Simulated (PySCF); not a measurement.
Species: sulfuryl chloride fluoride, ClFO₂S.
SMILES: `O=S(=O)(F)Cl`

Method used: PBE0-D3(BJ)/def2-SVP geometry optimisation, gas phase (PySCF 2.14.0).

Take the most abundant isotopes and a rigid rotor. 

Give the principal moments of inertia and the rotational constants in MHz.

Ia = 103.53, Ib = 180.08, Ic = 181.27 u·Å²; 505379 MHz·u·Å²/I gives A = 4882, B = 2806, C = 2788 MHz.

What kind of rotor is it?

A near-prolate asymmetric top: κ = (2 × 2806 − 4882 − 2788)/(4882 − 2788) = -0.98.

Is it planar, by Δ = Ic − Ia − Ib?

Not planar: Δ = Ic − Ia − Ib = -102.34 u·Å². For a rigid frame Δ = −2 Σ m c², so Σ m c² = 51.17 u·Å² lies off the ab plane. The atom farthest from that plane is 1.27 Å away.

Give the coordinates in the principal-axis frame, origin at the centre of mass.

The sense of each axis is arbitrary; atoms in the order of the calculation.
| atom | mass (u) | a (Å) | b (Å) | c (Å) |
| --- | --- | --- | --- | --- |
| O1 | 15.995 | -0.873 | -0.673 | -1.258 |
| S2 | 31.972 | -0.438 | -0.153 | 0.002 |
| O3 | 15.995 | -0.870 | -0.647 | 1.272 |
| F4 | 18.998 | -0.724 | 1.408 | -0.014 |
| Cl5 | 34.969 | 1.591 | -0.021 | 0.000 |

List the rotational levels J(Ka,Kc) to J = 2 (MHz).

Above 0(0,0):
J = 1: 1(0,1) 5594, 1(1,1) 7670, 1(1,0) 7688
J = 2: 2(0,2) 16783, 2(1,2) 18840, 2(1,1) 18895, 2(2,1) 25120, 2(2,0) 25121

Predict some low-J microwave lines.

The dipole components are |μa| = 1.22 D, |μb| = 0.58 D, |μc| = 0.00 D; the mirror of this Cs structure is the ab plane, so μc vanishes by symmetry (the 0.01 D computed is a residue) and there are no c-type lines. The squared components, which scale the intensities, stand as 1.00 : 0.23 (a : b). Some lines, for components of 0.1 D or more:

| type | branch | J(Ka,Kc) | MHz | lower level (cm⁻¹) |
| --- | --- | --- | --- | --- |
| b | Q | 1(1,0) ← 1(0,1) | 2094 | 0.187 |
| b | Q | 2(1,1) ← 2(0,2) | 2112 | 0.560 |
| a | R | 1(0,1) ← 0(0,0) | 5594 | 0.000 |
| b | Q | 2(2,0) ← 2(1,1) | 6226 | 0.630 |
| b | Q | 2(2,1) ← 2(1,2) | 6281 | 0.628 |
| b | R | 1(1,1) ← 0(0,0) | 7670 | 0.000 |
| b | R | 2(0,2) ← 1(1,1) | 9114 | 0.256 |
| a | R | 2(1,2) ← 1(1,1) | 11170 | 0.256 |
| a | R | 2(0,2) ← 1(0,1) | 11189 | 0.187 |
| a | R | 2(1,1) ← 1(1,0) | 11207 | 0.256 |
| b | R | 2(1,2) ← 1(0,1) | 13246 | 0.187 |
| b | R | 2(2,1) ← 1(1,0) | 17433 | 0.256 |
| b | R | 2(2,0) ← 1(1,1) | 17451 | 0.256 |

Stationary, but not proved a minimum. Constants of a rigid frame at the computed geometry: no zero-point averaging, no centrifugal distortion. Quadrupole hyperfine structure (35Cl) is left out.

The run took 9.2 s wall on one thread of an x86-64 server, no GPU (shared host). That covers the optimisation of the geometry.
